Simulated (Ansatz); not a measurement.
**What a trial cell of LiTa3 relaxes into**

Level of theory: DFT PBE, scalar-relativistic, plane waves, PAW in Ansatz 0.2.0. Cutoff 420 eV, Γ-centred k mesh, Gaussian smearing, no spin polarisation in the final step.

LiTa3 was placed on the Ni3Sn (D0_19) structure type (P6_3/mmc, No. 194), with Li in place of Sn, Ta in place of Ni, at a guessed volume.

```xyz
8
Lattice="5.6607 0.0000 0.0000 -2.8304 4.9023 0.0000 0.0000 0.0000 4.5436" Properties=species:S:1:pos:R:3 pbc="T T T"
Li    0.0000    3.2682    1.1359
Li    2.8304    1.6341    3.4077
Ta    2.8304    3.2650    1.1359
Ta   -1.4124    4.0837    3.4077
Ta    1.4180    0.8187    1.1359
Ta    0.0000    1.6374    3.4077
Ta    4.2427    0.8187    1.1359
Ta    1.4124    4.0837    3.4077
```

Steps on the 6×6×4 mesh (8 atoms). 5 of 6 steps are shown, and the free energy counts from the last. Trial steps that were taken back and renewals of the plane-wave basis can be among the rows.

| step | ΔF (meV/atom) | V (Å³/atom) | P (GPa) | largest force component (eV/Å) |
| --- | --- | --- | --- | --- |
| 1 | 72.9 | 15.76 | 15.79 | 0.462 |
| 2 | 13.6 | 17.81 | -4.60 | 0.426 |
| 3 | 1.6 | 17.31 | -0.52 | 0.177 |
| 4 | 0.7 | 17.28 | -0.13 | 0.055 |
| 6 | 0.0 | 17.28 | 0.07 | 0.004 |

A final relaxation ran on a 6×6×8 mesh. The relaxed crystal, P6_3/mmc (No. 194):

```
Li Ta
1.0
     5.78065    0.00000    0.00000
    -2.89033    5.00619    0.00000
     0.00000    0.00000    4.77088
Li Ta
2 6
Direct
  0.33333 0.66667 0.25000
  0.66667 0.33333 0.75000
  0.83308 0.66616 0.25000
  0.16692 0.83308 0.75000
  0.33384 0.16692 0.25000
  0.16692 0.33384 0.75000
  0.83308 0.16692 0.25000
  0.66616 0.83308 0.75000
```

```yaml
Volume_per_atom: 17.26 Å³
Density: 13.22 g/cm³
Energy_over_the_elements: 0.35 eV/atom
Gap_on_the_6×6×8_mesh: 0 eV (a metal)
```

The zero of energy is the elements' standard structures at the same level; no fitted shifts are applied.

The final run used a 6×6×8 mesh on its 8-atom cell and 0.10 eV smearing. The k mesh leaves about 4 meV/atom of noise in metals. Spin–orbit coupling is left out.

Symmetry constrained the relaxation, so the result can be a saddle point.

Cost: 3 runs of about 2.3 core-minutes in all, on AMD EPYC 7R43 (Zen 3) (shared hosts).